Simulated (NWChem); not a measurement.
# Atomisation of carbon tetrachloride (CCl4)

```xyz
5

Cl     1.4595     0.0000     1.0320
C      0.0000     0.0000     0.0000
Cl    -1.4595     0.0000     1.0320
Cl     0.0000     1.4595    -1.0320
Cl     0.0000    -1.4595    -1.0320
```
Charge 0, spin multiplicity 1.

Everything below was run with NWChem. Structure: optimised with B3LYP/def2-SVP, a minimum by its harmonic frequencies.

Basis set: def2-TZVP. The atomisation energy is electronic alone: no zero-point, thermal, spin-orbit or counterpoise terms. No value is extrapolated to the basis-set limit. Free atoms are single determinants with multiplicities Cl 2, C 3. Correlated methods freeze the same cores in atoms and molecule, 21 orbitals in all.

The cost column gives rough processor time relative to BHandHLYP; each entry includes its own SCF. Costs are the molecule's.

B3LYP has NWChem's definition, with VWN1-RPA local correlation. The stability of the SCF solutions was not checked. Open-shell Hartree-Fock references start from PBE0 orbitals; any time given for them includes that run.

| method | atomisation energy (kcal/mol) | relative cost |
|---|---|---|
| B3LYP | (withheld) | under 3 |
| PBE0 | (withheld) | under 3 |
| M06-2X | 314.8 | under 3 |
| HF | (withheld) | under 3 |
| BP86 | 325.6 | under 3 |
| PBE | 334.2 | under 3 |
| BHandHLYP | 276.8 | 1 |
| MP2 | (withheld) | 3 |

Task: Fill in the missing entries.

Result: 
- B3LYP, atomisation energy (kcal/mol): 296.8
- PBE0, atomisation energy (kcal/mol): 318.2
- HF, atomisation energy (kcal/mol): 178.2
- MP2, atomisation energy (kcal/mol): 321.2
